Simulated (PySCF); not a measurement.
# 1,2,4-pentatriene (C=C=CC=C, C₅H₆)

Geometry (Å), atoms numbered from 1 in this order:
```xyz
11

C     1.9624    1.4227    0.7457
C     0.9304    0.6448    0.6265
C    -0.1102   -0.1393    0.5017
C    -0.6969   -0.5150   -0.7730
C    -1.7560   -1.3131   -0.8933
H     2.9723    1.0232    0.7576
H     1.8500    2.4989    0.8390
H    -0.5698   -0.5385    1.4042
H    -0.2223   -0.1055   -1.6601
H    -2.2488   -1.7355   -0.0237
H    -2.1619   -1.5681   -1.8640
```

Computed, not measured: PySCF 2.14.0, TDDFT CAM-B3LYP/def2-TZVPD excited states, vertical, gas phase. Geometry: PBE0-D3(BJ)/def2-TZVP.

Question: How strongly do the lowest singlets absorb one photon, and two photons of half the energy?

Answer: δ for parallel linear polarisation; σ at the peak of a Lorentzian of half width 0.1 eV, single beam; Ω is circular over linear.
| state | E (eV) | f | photon λ (nm) | δ (au) | σ (GM) | Ω | main |
| --- | --- | --- | --- | --- | --- | --- | --- |
| S1 | 5.43 | 0.000 | 457 | <0.1 | 0.00 | – | HOMO→LUMO+2 0.50, HOMO→LUMO+1 0.23 |
| S2 | 5.81 | 0.000 | 427 | 0.53 | 0.01 | 1.50 | HOMO−1→LUMO 0.86 |
| S3 | 5.91 | 0.859 | 419 | 32.3 | 0.41 | 0.61 | HOMO→LUMO 0.97 |
| S4 | 6.22 | 0.003 | 399 | 15 | 0.21 | 1.50 | HOMO→LUMO+1 0.67, HOMO→LUMO+2 0.16 |
| S5 | 6.78 | 0.015 | 366 | 155 | 2.61 | 1.50 | HOMO→LUMO+3 0.65, HOMO→LUMO+2 0.19 |
| S6 | 6.79 | 0.011 | 365 | 12.1 | 0.20 | 1.50 | HOMO→LUMO+4 0.78, HOMO→LUMO+3 0.13 |

Among these, the strongest one-photon state is S3, the strongest two-photon state S5, with a dipole change of 4.3 D (relaxed, norm of the difference vector).
